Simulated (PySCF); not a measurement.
## A search over the determinants of LiO⁺

Unrestricted PBE0; PySCF, no relativity, basis sets Li aug-cc-pVDZ, O aug-cc-pVDZ. Outer shells of the fragments: Li+ closed shells only; O 2s2 2p4.

Followed along the bond (rough minima from three points):

```tsv
2Ms+1	unpaired	⟨S²⟩ at the start	R at minimum (Å)	Te (eV)
3	π ↑↑	2.00	2.10	0.00
3	σ ↑, π ↑	2.00	2.46	0.49
1	π ↑↓	1.00	2.10	0.78
1	σ ↓, π ↑	1.00	2.48	1.26
```

Solutions found at the starting distance of 1.985 Å, counted from the lowest of them; the search is not exhaustive and high or unbound solutions are not listed, so other states can lie among these:

| 2Ms+1 | unpaired | term | E (eV) | ⟨S²⟩ | ⟨Lz²⟩ | μ (D) |
| --- | --- | --- | --- | --- | --- | --- |
| 3 | π ↑↑ | ³Σ⁻ | 0.00 | 2.00 | 0.00 | -5.85 |
| 3 | σ ↑, π ↑ | ³Π | 0.55 | 2.00 | 1.00 | -5.85 |
| 1 | π ↑↓ | mixed | 0.78 | 1.00 | 2.01 | -5.85 |
| 1 | σ ↓, π ↑ | mixed | 1.32 | 1.00 | 1.00 | -5.86 |
| 1 | none | mixed | 3.03 | 0.00 | 2.00 | -5.83 |

A term symbol is given only where ⟨S²⟩ and ⟨Lz²⟩ are close to those of a pure state; real π, δ and φ orbitals otherwise mix terms. A positive dipole points towards O; it is taken about the centre of mass and depends on that origin.

Problem. Compare the gap between the two lowest followed solutions at the starting distance with the gap between their minima.

Solution. At PBE0 the second solution (triplet, unpaired electrons σ ↑, π ↑) lies +0.55 eV from the first (triplet, unpaired electrons π ↑↑) at 1.985 Å and +0.49 eV at the minima; the two curves relax by different amounts, since their minima lie near 2.46 and 2.10 Å.
